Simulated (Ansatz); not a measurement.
# quartet SiH2Cl at 6 levels

Aim: a comparison of 6 runs (U-r2SCAN0/STO-3G, UBLYP/STO-3G, UCAM-B3LYP/STO-3G, USVWN5/STO-3G, UMP2/STO-3G, UCCSDTQ/STO-3G) of quartet SiH2Cl. 

The calculation is run with Ansatz 0.2.0.

52 further runs of the same task are left out: 52 set aside as unsound or not needed.

## Step 1: The molecule

The species is SiH2Cl (4 atoms), meant as a quartet with charge 0. As SMILES of the parent species, `[SiH2]Cl`. The coordinates come from a GFN2-xTB relaxation. That shape belongs to the parent species and isn't relaxed for this state.

Bond lengths: Si1–Cl2 2.022 Å, Si1–H3 1.451 Å, Si1–H4 1.451 Å. Angles: Cl2–Si1–H3 110.3°, Cl2–Si1–H4 110.2°, H3–Si1–H4 114.9°.

## Step 2: The energy at U-r2SCAN0/STO-3G (run 1)

run.yaml

```yaml
crystal:
  periodic: [false, false, false]
  atoms:
    - {symbol: Si, position_ang: [-0.283580, 0.237700, 0.131590]}
    - {symbol: Cl, position_ang: [1.597690, -0.059610, 0.811090]}
    - {symbol: H, position_ang: [-1.065000, -0.978280, 0.263310]}
    - {symbol: H, position_ang: [-0.249110, 0.800200, -1.205980]}
basis:
  gaussian: {orbitals: STO-3G}
magnetization: {spin_polarized: true, initial_magnetization: 3}
hamiltonian: {xc: {name: r2SCAN0}}
accuracy: high
```

Launch:

```sh
$ ansatz run run.yaml --threads 1 --pin off --max-ram 2610MiB --events-out events.jsonl --progress --plain --runs-dir runs
```

Log:

```text
Warning: RAYON_NUM_THREADS=1 ignored (pool sized by the plan → 1); use --threads N
Functional definition: r2SCAN0
  name "r2SCAN0"
  parameter a = 0.25
  parameter k0 = 0.174
  parameter k1 = 0.065
  parameter a1 = 4.9479
  exchange = (1 - a)*r2scan_x(k0 = k0, k1 = k1, a1 = a1) + a*exact_x
  correlation = r2scan_c
341 factors; integrals over basis functions are off by at most 3.1e-9 eV
mean field evaluation 1: about -20193.5667 eV, gradient 5.5e0 eV
mean field evaluation 2: about -20193.5937 eV, gradient 6.9e0 eV
mean field evaluation 4: about -20194.2843 eV, gradient 6.1e-1 eV
mean field evaluation 8: about -20194.2997 eV, gradient 1.1e-2 eV
mean field evaluation 16: about -20194.2997 eV, gradient 2.9e-5 eV
mean field -20194.29969420 eV, -742.1268255737 hartree, gradient 3.3e-8 eV, S^2 3.750509; 2 other end points of the search recorded, 0 dependent functions left out
reference -20194.29969473 eV, -742.1268255934 hartree; 18, 15 occupied and 2, 5 virtual orbitals, 341 factors
Total energy: -20194.29969473 eV, -742.1268255934 hartree
```

Wall time 5.1 s (1 thread of AMD EPYC 7R43 (Zen 3), shared host); peak memory 0.23 GiB.

## Step 3: A single-point energy at UBLYP/STO-3G (run 2)

molecule.yaml

```yaml
crystal:
  periodic: [false, false, false]
  atoms:
    - {symbol: Si, position_ang: [-0.283580, 0.237700, 0.131590]}
    - {symbol: Cl, position_ang: [1.597690, -0.059610, 0.811090]}
    - {symbol: H, position_ang: [-1.065000, -0.978280, 0.263310]}
    - {symbol: H, position_ang: [-0.249110, 0.800200, -1.205980]}
basis:
  gaussian: {orbitals: STO-3G}
magnetization: {spin_polarized: true, initial_magnetization: 3}
accuracy: high
hamiltonian: {xc: {name: BLYP}}
```

Launch:

```sh
$ ansatz run molecule.yaml --threads 1 --pin off --max-ram 2610MiB --events-out events.jsonl --progress --plain --runs-dir runs
```

Log:

```text
Warning: RAYON_NUM_THREADS=1 ignored (pool sized by the plan → 1); use --threads N
Functional definition: BLYP
  name "BLYP"
  parameter beta = 0.0042
  parameter a = 0.04918
  parameter b = 0.132
  parameter c = 0.2533
  parameter d = 0.349
  exchange = b88_x(beta = beta)
  correlation = lyp_c(a = a, b = b, c = c, d = d)
341 factors; integrals over basis functions are off by at most 3.1e-9 eV
mean field evaluation 1: about -20191.9032 eV, gradient 5.1e0 eV
mean field evaluation 2: about -20191.0347 eV, gradient 7.9e0 eV
mean field evaluation 4: about -20192.2244 eV, gradient 7.6e-1 eV
mean field evaluation 8: about -20192.2098 eV, gradient 2.2e-2 eV
mean field evaluation 16: about -20192.2098 eV, gradient 8.2e-8 eV
mean field -20192.20978961 eV, -742.0500229967 hartree, gradient 9.1e-8 eV, S^2 3.750289; 3 other end points of the search recorded, 0 dependent functions left out
reference -20192.20982444 eV, -742.0500242766 hartree; 18, 15 occupied and 2, 5 virtual orbitals, 341 factors
Total energy: -20192.20982444 eV, -742.0500242766 hartree
```

It took 1.9 s on 1 thread of AMD EPYC 7R43 (Zen 3), shared host; peak memory 0.14 GiB.

Runs 3 to 5 aren't shown in full; the table further down has their settings and results.

## Step 4: A single-point energy at UCCSDTQ/STO-3G (run 6)

in.yaml

```yaml
basis:
  gaussian:
    orbitals: STO-3G
crystal:
  periodic: [false, false, false]
  atoms:
    - {symbol: Si, position_ang: [-0.283580, 0.237700, 0.131590]}
    - {symbol: Cl, position_ang: [1.597690, -0.059610, 0.811090]}
    - {symbol: H, position_ang: [-1.065000, -0.978280, 0.263310]}
    - {symbol: H, position_ang: [-0.249110, 0.800200, -1.205980]}
magnetization:
  spin_polarized: true
  initial_magnetization: 3
correlation:
  method: ccsdtq
  frozen_orbitals: {Cl: 5, H: 0, Si: 5}
accuracy: high
scf:
  omitted_lower_state_checks: [cluster_reference, increment]
```

Launch:

```sh
$ ansatz run in.yaml --threads 1 --pin off --max-ram 2610MiB --events-out events.jsonl --progress --plain --runs-dir runs
```

Log (excerpt; [...] marks lines left out):

```text
Warning: RAYON_NUM_THREADS=1 ignored (pool sized by the plan → 1); use --threads N
Functional definition: HF
  name "HF"
[...]
341 factors; integrals over basis functions are off by at most 3.1e-9 eV
[...]
mean field -20162.92486534 eV, -740.9738218798 hartree, gradient 2.9e-8 eV, S^2 3.751237; 9 other end points of the search recorded, 0 dependent functions left out
10 core orbitals not correlated: weight in the atoms' cores, before any rotation towards them, 1.000 or more for the frozen orbitals, at most 0.000 for the correlated occupied ones
reference -20162.92486534 eV, -740.9738218798 hartree; 8, 5 occupied and 2, 5 virtual orbitals, 341 factors
second order -0.68124042 eV of doubles, -0.00000000 eV of singles
cycle   1  -0.92950334 eV  change   -2.5e-1 eV  update   4.8e-2
[...]
cycle  42  -1.17054787 eV  change   8.6e-11 eV  update   1.2e-9
Total energy: -20164.09541321 eV, -741.0168387205 hartree
Checks for a lower state left out: cluster_reference, increment
```

Run time: 34 s. Hardware: 1 thread of AMD EPYC 7R43 (Zen 3), shared host; peak memory 0.2 GiB.

## Step 5: Overview of the runs

| run | level | frozen core orbitals | energy (Eh) | ⟨S²⟩ | wall time |
| --- | --- | --- | --- | --- | --- |
| 1 | U-r2SCAN0/STO-3G | – | -742.126826 | 3.751 | 5.1 s |
| 2 | UBLYP/STO-3G | – | -742.050024 | 3.750 | 1.9 s |
| 3 | UCAM-B3LYP/STO-3G | – | -742.097834 | 3.751 | 2.7 s |
| 4 | USVWN5/STO-3G | – | -739.403548 | 3.750 | 1.1 s |
| 5 | UMP2/STO-3G | 10 | -740.998857 | 3.751 | 0.4 s |
| 6 | UCCSDTQ/STO-3G | 10 | -741.016839 | 3.751 | 34 s |

## Step 6: What came out

| quantity | value |
| --- | --- |
| run 6: total energy | -741.01684 Eh |
| run 6: correlation energy (10 core orbitals frozen) | -43.0 mEh |
| run 6: ⟨S²⟩ of the reference determinant | 3.751 |
| run 6: T1 diagnostic | 0.024 |

What this shows: Totals of different functionals can't be ranked against each other. In runs 1, 2, 3, 4, 5, 6 the basis is minimal, so the values are rough. All runs together took 45 s, the longest 34 s.
